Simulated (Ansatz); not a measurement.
`CSC1(F)CO1` and `NC1(F)CO1` differ in one atom or group.

Ansatz, PBE0-D4/def2-TZVP geometries, multiplicity 1. Each molecule was computed in one conformer, which needn't be the lowest.

| property | `CSC1(F)CO1` |
| --- | --- |
| HOMO energy (PBE0/def2-TZVPP) / eV | -7.05 |
| HOMO energy (B3LYP/def2-TZVPP) / eV | -6.82 |
| HOMO–LUMO gap (ωB97M-V/def2-TZVPP) / eV | 11.61 |
| HOMO–LUMO gap (PBE/def2-TZVPP) / eV | 5.22 |
| HOMO energy (PBE/def2-TZVPP) / eV | -5.75 |
| size of the dipole moment (B3LYP/def2-TZVPP) / D | 0.85 |

Problem. Give the same properties after the change, and the shifts. (An estimate is asked.)

Solution. The calculation gave: 
| property | `NC1(F)CO1` | shift |
| --- | --- | --- |
| HOMO energy (PBE0/def2-TZVPP) / eV | -8.15 | -1.10 |
| HOMO energy (B3LYP/def2-TZVPP) / eV | -7.90 | -1.08 |
| HOMO–LUMO gap (ωB97M-V/def2-TZVPP) / eV | 13.08 | 1.47 |
| HOMO–LUMO gap (PBE/def2-TZVPP) / eV | 6.79 | 1.57 |
| HOMO energy (PBE/def2-TZVPP) / eV | -6.51 | -0.76 |
| size of the dipole moment (B3LYP/def2-TZVPP) / D | 1.98 | 1.13 |

With PBE0 the HOMO falls by 1.10 eV and the LUMO rises by 0.68 eV, so the gap widens by about 1.78 eV. PBE moves the HOMO by -0.76 eV and ωB97M-V by -1.29 eV. Dipoles are sizes alone; their direction can turn.

B3LYP here is the variant with VWN-RPA as its local correlation; programs differ in this.
